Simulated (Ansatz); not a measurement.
Consider the substitution at a C–C bond: `CCC(O)O` + H–F → `OC(O)CF` + CH₄.

Program: Ansatz. Geometries: PBE0-D4/def2-TZVP. ΔE: electronic, gas phase. CCSD(T)/CBS adds triple-zeta CCSD(T) − MP2 to the extrapolated MP2 energy (def2 sets, frozen cores). This one scheme is used for every species. DFT in def2-TZVPP. One conformer a species, not always the lowest.

| level | ΔE (kJ/mol) |
| --- | --- |
| PBE | 28.3 |
| r2SCAN | 27.1 |
| PBE0 | 32.9 |
| CCSD/def2-TZVPP | 38.6 |

Q: What does CCSD(T)/CBS give? (An estimate is asked.)

A: The calculation gave: +44.3 kJ/mol. The listed levels differ from it by -16.0, -17.2, -11.4, -5.7 kJ/mol.

Largest T1 diagnostic among the species: 0.011.

From PBE to PBE0 (25 % exact exchange), in def2-TZVPP and without D4, ΔE moves by +4.6 kJ/mol. In def2-TZVPP, CCSD(T) changes the Hartree–Fock value by +22.2 kJ/mol (the triples alone add +1.5 kJ/mol) and MP2 by +31.7 kJ/mol. The D4 term adds +6.2 kJ/mol with B3LYP and +3.5 kJ/mol with PBE0; it sums over pairs of atoms, weighted by their polarisabilities, and B3LYP, whose exchange is more repulsive, gets the larger term.

B3LYP here is the variant with VWN-RPA as its local correlation; programs differ in this.
